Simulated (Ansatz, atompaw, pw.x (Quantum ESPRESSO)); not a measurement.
tin (Sn) (diamond): variants of one PAW (atompaw) potential in the solid

| Quantity | Value |
| --- | --- |
| Element | Sn (Z = 50) |
| Generator | atompaw 4.2.0.5 |
| Type | PAW |
| Functional | PBE |
| Relativity | scalar-relativistic |
| Frozen core | [Kr] 4d10 |
| Valence charge | 4 |
| Reference configuration | 5s2 5p2 |
| Partial waves | 5s (bound): rc 3.00 bohr; 5s channel at 3.95 Ry: rc 2.05 bohr; 5p (bound): rc 3.00 bohr; 5p channel at 3.7 Ry: rc 3.00 bohr; 5d channel at 0.5 Ry: rc 3.00 bohr |
| Local potential | ultrasoft scheme with l = 3 at 0 Ry, radius 2.10 bohr |
| Core correction | smooth core density matched at 2.15 bohr |
| Augmentation charge | sinc compensation charge, radius 2.70 bohr; PAW radius 3.00 bohr; waves and projectors: custom rrkj gramschmidtortho |

Crystal test: diamond Sn in pw.x 7.5, no spin, 8³ k-points, Fermi–Dirac smearing 0.01 Ry, cutoffs set for each file from its atomic test. The reference is all-electron LAPW (Ansatz 0.2.0) with the same functional, mesh and smearing; V0 and B0 come from Birch–Murnaghan fits to the pressures at five volumes. Errors are pseudo minus all-electron; Δ is the rms difference of the E(V) curves that follow from these fits, minima aligned, over ±6 % about the mean V0. Mesh and smearing are coarse, so the numbers serve the comparison and aren't converged zero-temperature values; the lattice is a test structure that the element need not adopt.

All-electron: a0 = 6.661 Å (V0 = 36.95 Å³/atom), B0 = 35.1 GPa.

Base: The largest radius (3.00 bohr) exceeds half the bond length (2.72 bohr), so the spheres overlap, which is one possible source of error among others. This is a poor potential for the solid.

1 further variants are left out: they gave no file fit for a test, a broken result, the same result as the base, or pressures whose basis-set error rivals the error shown.

```tsv
change	cutoffs (Ry)	pw.x	a0 (Å)	a0 error (%)	B0 error (%)	Δ (meV/atom)	mean pressure error (GPa)
base	40/400	converged	6.618	-0.64	+5.3	5.6	-0.69
augmentation sinc compensation charge, radius 2.70 bohr; PAW radius 3.00 bohr; waves and projectors: custom polynom vanderbiltortho	40/400	converged	6.623	-0.58	+4.1	5.0	-0.62
core correction smooth core density matched at 2.20 bohr	40/400	converged	6.619	-0.64	+5.3	5.5	-0.68
all radii scaled by about 1.25 (s 3.74, p 3.74, d 3.74 bohr); local potential ultrasoft scheme with l = 3 at 0 Ry, radius 2.62 bohr; augmentation sinc compensation charge, radius 3.38 bohr; PAW radius 3.74 bohr; waves and projectors: custom rrkj gramschmidtortho; core correction smooth core density matched at 2.68 bohr	40/400	converged	6.639	-0.34	+6.1	2.9	-0.36
wave 5s (bound): rc 3.00 bohr becomes 5s (bound): rc 1.84 bohr	40/400	converged	6.613	-0.72	+5.9	6.3	-0.78
```
